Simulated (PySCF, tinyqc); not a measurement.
G0W0 on RHF in the sto-3g basis, for HF, spin multiplicity 1, step by step. The lowest restricted solution is unstable here: a spin-polarised one lies 0.0107 hartree lower (PySCF). One step of it, computed by the program tinyqc.

Problem. G0W0 on Hartree-Fock: HOMO. W(p,q,m) = sqrt2 sum_ia (pq|ia) (X+Y)_ia,m; Sigma_c(x) = sum_(i,m) W^2/(x - e_i + w_m) + sum_(a,m) W^2/(x - e_a - w_m); solve x = e_p + Sigma_c(x) by Newton steps; Z = 1/(1 - dSigma/dx); 1 hartree = 27.211386 eV.

orbital energies (hartree): MO1 -25.929898, MO2 -1.409309, MO3 -0.464198, MO4 -0.464198, MO5 -0.463480, MO6 0.320623

Two-electron integrals over orbitals (pq|rs), unique and non-zero (hartree):
```
(11|11) 5.364684    (21|11) -0.523953   (21|21) 0.080651    (22|11) 1.238042
(22|21) -0.023054   (22|22) 0.876380    (31|31) 0.029528    (32|31) 0.040227
(32|32) 0.190406    (33|11) 1.264028    (33|21) -0.015170   (33|22) 0.897489
(33|33) 0.997514    (41|41) 0.029528    (42|41) 0.040227    (42|42) 0.190406
(43|43) 0.053770    (44|11) 1.264028    (44|21) -0.015170   (44|22) 0.897489
(44|33) 0.889973    (44|44) 0.997514    (51|11) 0.089750    (51|21) -0.013449
(51|22) 0.005601    (51|33) 0.002655    (51|44) 0.002655    (51|51) 0.016723
(52|11) -0.111057   (52|21) 0.004481    (52|22) -0.045665   (52|33) -0.061841
(52|44) -0.061841   (52|51) 0.020481    (52|52) 0.130194    (53|31) -0.006263
(53|32) -0.025253   (53|53) 0.033849    (54|41) -0.006263   (54|42) -0.025253
(54|54) 0.033849    (55|11) 0.870712    (55|21) -0.008288   (55|22) 0.680120
(55|33) 0.666181    (55|44) 0.666181    (55|51) -0.001715   (55|52) -0.010871
(55|55) 0.663168    (61|11) 0.095644    (61|21) -0.015236   (61|22) 0.002787
(61|33) 0.002819    (61|44) 0.002819    (61|51) -0.012761   (61|52) -0.022852
(61|55) 0.004827    (61|61) 0.019057    (62|11) -0.139147   (62|21) 0.003775
(62|22) -0.077266   (62|33) -0.076885   (62|44) -0.076885   (62|51) -0.019912
(62|52) -0.080468   (62|55) -0.020803   (62|61) 0.019241    (62|62) 0.091306
(63|31) -0.006290   (63|32) -0.025818   (63|53) -0.023125   (63|63) 0.028669
(64|41) -0.006290   (64|42) -0.025818   (64|54) -0.023125   (64|64) 0.028669
(65|11) -0.430943   (65|21) 0.007174    (65|22) -0.247987   (65|33) -0.254183
(65|44) -0.254183   (65|51) 0.001329    (65|52) 0.075288    (65|55) -0.089366
(65|61) -0.004428   (65|62) 0.032718    (65|65) 0.240541    (66|11) 0.829312
(66|21) -0.008838   (66|22) 0.631926    (66|33) 0.617518    (66|44) 0.617518
(66|51) 0.009266    (66|52) 0.041704    (66|55) 0.641398    (66|61) -0.006717
(66|62) -0.050510   (66|65) -0.027895   (66|66) 0.665596
```

excitation energies w (hartree): 0.840204  0.840204  1.165752  1.906396  26.288614

X + Y:
```
            1          2          3          4          5
1>6  0.000000   0.000000   0.000791  -0.002764   0.999275
2>6  0.000000   0.000000  -0.081820   0.950443   0.000194
3>6  0.135219   0.956974   0.000000   0.000000   0.000000
4>6  0.956974  -0.135219   0.000000   0.000000   0.000000
5>6  0.000000   0.000000   0.818279   0.043075  -0.000020
```

Give: The 12 largest terms at x = e_p; Newton steps; quasiparticle energy of the HOMO; Hartree-Fock value.

Solution.

The 12 largest terms at x = e_p (hartree; W for the signs of X + Y given):

| q | m | W | term |
|---|---|---|---|
| 6 | 3 | 0.2746 | -0.0387 |
| 5 | 3 | -0.1010 | 0.0088 |
| 2 | 3 | 0.0964 | 0.0044 |
| 2 | 4 | -0.1035 | 0.0038 |
| 6 | 4 | 0.0586 | -0.0013 |
| 4 | 1 | -0.0313 | 0.0012 |
| 3 | 2 | -0.0313 | 0.0012 |
| 5 | 4 | -0.0334 | 0.0006 |
| 2 | 5 | -0.0323 | 3.84e-05 |
| 1 | 4 | -0.0266 | 2.59e-05 |
| 4 | 2 | 0.0044 | 2.33e-05 |
| 3 | 1 | -0.0044 | 2.33e-05 |

Newton steps (hartree):

| step | x | Sigma_c(x) | Z |
|---|---|---|---|
| 0 | -0.4635 | -0.0200 | 0.9668 |
| 1 | -0.4828 | -0.0193 | 0.9667 |
| 2 | -0.4828 | -0.0193 | 0.9667 |

quasiparticle energy of the HOMO = -13.1381 eV

Hartree-Fock value = -12.6119 eV
